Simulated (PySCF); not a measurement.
Gas-phase reaction: SiH₃ + 2 SiHF₃ ⇌ 3 SiHF₂ + 2 H

Computed with PySCF and rigid-rotor harmonic-oscillator thermochemistry at 1 bar. † marks an energy on the PBE0/def2-TZVP geometry and frequencies; other levels use their own. CCSD(T) freezes the core. 6-31G* has spherical d functions here. Open shells (unrestricted): SiH₃ (multiplicity 2), SiHF₂ (multiplicity 2), H (multiplicity 2); the rest are closed-shell singlets. B3LYP is the form with VWN-RPA correlation. SiHF₂: computed as isolated molecules; such fragments, hydroxides, amides, oligomers or adducts are transient or little studied in the gas. CCSD(T) isn't extrapolated to the basis-set limit; its ΔH°(298 K) is 859.2 kJ in def2-SVP and 876.5 kJ in def2-TZVPP. The harmonic model lacks anharmonicity and excited electronic states, which grow with temperature; levels with a mode under 35 cm⁻¹ are left out.

| level | ΔE electronic, kJ | ΔH°(298 K), kJ | ΔS°(298 K), J/K | ΔG°(1400 K), kJ |
|---|---|---|---|---|
| B3LYP/6-31G* | 900 | 862 | 273 | 461 |
| BLYP/def2-TZVP† | 847 | 811 | 273 | 411 |
| CCSD(T)/def2-TZVPP† | 913 | 876 | 273 | 477 |
| PBE/def2-TZVP† | 837 | 801 | 273 | 401 |
| PBE0/def2-SVP† | 865 | 829 | 273 | 429 |
| r2SCAN/def2-TZVP† | 868 | 831 | 273 | 432 |
ΔH° is lowest at PBE/def2-TZVP† and highest at CCSD(T)/def2-TZVPP†. No reference value is set beside these.
